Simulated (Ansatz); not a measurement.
Saddle point of SiH₅SF, singlet (SiH₄S ([SiH3][SH]) + HF → SiH₃F ([F][SiH3]) + H₂S; bonds formed: Si1–F7, S2–H6; bonds broken: Si1–S2, H6–F7), PBE0-D4/def2-TZVP structure:

Si1  (-0.571, 0.410, -0.383)
S2  (0.414, -0.923, 1.377)
H3  (0.096, 1.512, -1.120)
H4  (-1.308, 1.183, 0.671)
H5  (-1.639, -0.372, -1.042)
H6  (0.969, -1.138, -0.018)
F7  (0.745, -0.712, -1.185)
H8  (1.294, 0.041, 1.699)
(Å)

Energies are electronic, without zero-point energy. Barriers and step energies count from the start structure reached by relaxing down the imaginary mode; all methods use the PBE0-D4 structures, on which another method's saddle can fall below an end. Program: Ansatz 0.2.0. Basis: def2-TZVPP, with def2-QZVPP for the basis limit. Cores are frozen in the correlated methods. B3LYP uses VWN-RPA correlation. Extrapolation: Hartree–Fock as exp(−7.88 √X), correlation as X^−2.97.

```tsv
method	barrier (kJ/mol)	step energy (kJ/mol)
SPW92	71.2	-37.7
PBE-D4	98.5	-41.8
BLYP-D4	108.3	-58.3
r2SCAN-D4	?	-56.3
B97M-V	118.5	-65.7
PBE0-D4	117.8	-45.9
B3LYP-D4	?	-61.2
r2SCAN0-D4	121.3	-56.4
BHLYP-D4	141.4	-68.4
CAM-B3LYP-D4	122.3	-67.3
wB97X-V	124.3	-61.3
wB97M-V	119.3	-61.4
B2PLYP	126.5	-63.9
PBE-QIDH	?	-52.8
RPA on PBE	125.9	-67.9
HF	188.8	-85.8
MP2	128.0	-58.4
CCSD	143.3	-66.2
CCSD(T)	132.8	-61.9
```

Problem. Fill in the withheld barriers. (To be estimated.)

Solution. The calculation gives: r2SCAN-D4 106.4; B3LYP-D4 121.9; PBE-QIDH 128.8 kJ/mol. Each is the energy of the saddle less that of the start structure, by the same method.

For comparison, the barrier by CCSD(T) at an estimated basis limit (MP2 extrapolated from triple and quadruple zeta, plus CCSD(T) − MP2 in triple zeta) is 132.0 kJ/mol.

No T1 diagnostic of these runs exceeds 0.013.

Labels in which every atom is bracketed show which atoms are joined, not bond orders.

For scale, one of the runs: CCSD(T)/def2-TZVPP, 185 basis functions (an equivalent command: `ansatz run in.yaml --threads 2`). Hardware: 2 CPU threads, shared host. Wall time 27 s; peak host memory 1.9 GiB.
